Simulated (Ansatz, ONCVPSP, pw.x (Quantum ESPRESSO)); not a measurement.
## Ga (Z = 31): does the ONCV potential hold in the solid?

gallium (Ga), optimised norm-conserving Vanderbilt (ONCV), made with ONCVPSP 4.0.1.1 (patched build) (PBEsol, scalar-relativistic). Core [Ar] 3d10, reference 4s2 4p0.75 (charge +0.25). Waves: 4s: rc 1.70 bohr, ncon 4, nbas 7, qcut 3.6 1/bohr, local; 4p: rc 2.60 bohr, ncon 5, nbas 8, qcut 3.2 1/bohr, 1 projector; d scattering state at 0.42 Ha: rc 2.45 bohr, ncon 4, nbas 8, qcut 4.3 1/bohr, 1 projector. Local part: the s channel. Core correction: Teter function, fcfact 3.75, rcfact 1.4.

Atomic tests: cutoffs needed: 7.8 Ha and 30 Ha (the cutoffs (Ha) at which the residual kinetic energy of the hardest occupied pseudo-wave falls to 1 and 0.1 mHa per electron); ghost test: no bound ghost flagged; GHOST(+) flags only above 600 eV; largest excitation error: -194 meV (all-electron minus pseudo) for 4s1 4p0, out of 4 test configurations.

Crystal test: diamond Ga in pw.x 7.5, no spin, 8³ k-points, Fermi–Dirac smearing 0.01 Ry, cutoffs 70/280 Ry. The reference is all-electron LAPW (Ansatz 0.2.0) with the same functional, mesh and smearing; V0 and B0 come from Birch–Murnaghan fits to the pressures at five volumes. Errors are pseudo minus all-electron; Δ is the rms difference of the E(V) curves that follow from these fits, minima aligned, over ±6 % about the mean V0. Mesh and smearing are coarse, so the numbers serve the comparison and aren't converged zero-temperature values; the lattice is a test structure that the element need not adopt.

All-electron: a0 = 5.761 Å (V0 = 23.90 Å³/atom), B0 = 43.7 GPa.

Task: How far does the potential miss the all-electron equation of state?

Result: mean pressure error (GPa): -1.22; a0 (Å): 5.709; a0 error (%): -0.91; B0 error (%): +7.5; Δ (meV/atom): 6.4. The largest radius (2.60 bohr) exceeds half the bond length (2.36 bohr), so the spheres overlap, which is one possible source of error among others. This is a poor potential for the solid.

```json
{"V (Å³/atom)": "22.715", "P all-electron (GPa)": "2.51", "P pseudo (GPa)": "1.17"}
{"V (Å³/atom)": "23.312", "P all-electron (GPa)": "1.16", "P pseudo (GPa)": "-0.11"}
{"V (Å³/atom)": "23.910", "P all-electron (GPa)": "-0.01", "P pseudo (GPa)": "-1.22"}
{"V (Å³/atom)": "24.508", "P all-electron (GPa)": "-1.03", "P pseudo (GPa)": "-2.18"}
{"V (Å³/atom)": "25.105", "P all-electron (GPa)": "-1.91", "P pseudo (GPa)": "-3.02"}
```

Task: At the middle volume, how do free energy and pressure move when the wave cutoff is lowered (ecutrho kept at four times it)?

Result:

```tsv
cutoff (Ry)	shift of F (meV/atom)	shift of P (GPa)
32	+18.4	-0.05
42	+13.0	+0.00
56	+5.2	-0.07
```

The run at the middle volume (29 k-points, 7 iterations) took about 33 s on one core of a shared host (Neoverse-N1, 64 threads, 124 GiB, load 60).
